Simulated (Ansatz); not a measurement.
Cost and result for the atomization energy of C4H7NO (`C=C=C(N)OC`) (13 atoms, 12 bonds).

```xyz
13

C     0.284   -0.363   -2.106
C     0.383    0.011   -0.861
C     0.448    0.517    0.352
N     1.386    1.448    0.784
O    -0.410    0.221    1.357
C    -1.414   -0.717    1.045
H     0.718   -1.294   -2.468
H    -0.241    0.237   -2.850
H     2.128    1.590    0.116
H     1.751    1.224    1.700
H    -1.987   -0.868    1.959
H    -2.070   -0.340    0.255
H    -0.976   -1.665    0.716
```

Total charge 0; spin multiplicity 1. All single points use the PBE0-D4/def2-TZVP geometry. It is one conformer, not always the lowest. Program: Ansatz. All runs use 4 threads of an Arm Neoverse V2 on a shared host. Times are those of one run each, without the atoms' runs, and a repeat can differ threefold. Electronic energies, without spin–orbit coupling; frozen cores. CCSD(T)/CBS adds CCSD(T) − MP2 in def2-TZVPP to the MP2 limit, and its time is that of the two runs behind it. T1 = 0.012. B3LYP takes the VWN-RPA correlation (the form of Gaussian; ORCA's B3LYP/G).

CCSD(T)/CBS is a level of theory with its own doubt, some kJ/mol a heavy atom from the limit and from the frozen cores, so smaller differences don't rank the functionals.

```tsv
level	functions	atomization (kcal/mol)	difference from CCSD(T)/CBS	per bond
B3LYP-D4/def2-TZVPP (with forces)	284	1267.1	8.4	0.7
MP2/def2-QZVPP	552	1270.8	12.1	1.0
PBE-QIDH/def2-TZVPP	284	1254.6	-4.1	-0.3
CCSD(T)/def2-TZVPP	284	1224.4	-34.3	-2.9
ωB97M-V/def2-TZVPP (with forces)	284	1266.7	8.0	0.7
r2SCANh-D4/def2-TZVPP	284	1256.0	-2.7	-0.2
BHLYP-D4/def2-TZVPP	284	1216.9	-41.8	-3.5
CAM-B3LYP-D4/def2-TZVPP	284	1270.7	12.0	1.0
B97M-V/def2-TZVPP	284	1264.2	5.5	0.5
revPBE-D4/def2-TZVPP	284	1271.6	12.9	1.1
CCSD(T)/CBS(def2)	–	1258.7	0.0	0.0
CCSD(T)/def2-SVP	119	1197.5	-61.2	-5.1
B2PLYP/def2-TZVPP	284	1251.5	-7.2	-0.6
```

Problem. Order the runs by time, with rough figures. (Best estimate.)

Solution. Ansatz gave: revPBE-D4/def2-TZVPP 2.4 s; BHLYP-D4/def2-TZVPP 3.3 s; CAM-B3LYP-D4/def2-TZVPP 3.6 s; B3LYP-D4/def2-TZVPP (with forces) 5 s; r2SCANh-D4/def2-TZVPP 5.5 s; B2PLYP/def2-TZVPP 7 s; PBE-QIDH/def2-TZVPP 7.5 s; B97M-V/def2-TZVPP 9.5 s; CCSD(T)/def2-SVP 11 s; ωB97M-V/def2-TZVPP (with forces) 12 s; MP2/def2-QZVPP 30 s; CCSD(T)/def2-TZVPP 5.6 min; CCSD(T)/CBS(def2) 6 min.

In def2-TZVPP, CCSD(T) changes the Hartree–Fock value by +343.8 kcal/mol (the triples alone add +23.3 kcal/mol) and MP2 by +369.9 kcal/mol; breaking electron pairs costs correlation energy, which Hartree–Fock lacks. Leaving LDA and LC-ωPBE aside and taking each functional with its dispersion term where it has one, the values, not all of them listed here, spread over 91.6 kcal/mol, from BHLYP-D4 to PBE-D4. LDA lies +172.6 kcal/mol from PBE without D4, its usual overbinding. From BLYP to BHLYP (50 % exact exchange), in def2-TZVPP and without D4, the atomization energy moves by −50.0 kcal/mol: exact exchange takes away binding that semilocal exchange gives to molecules.
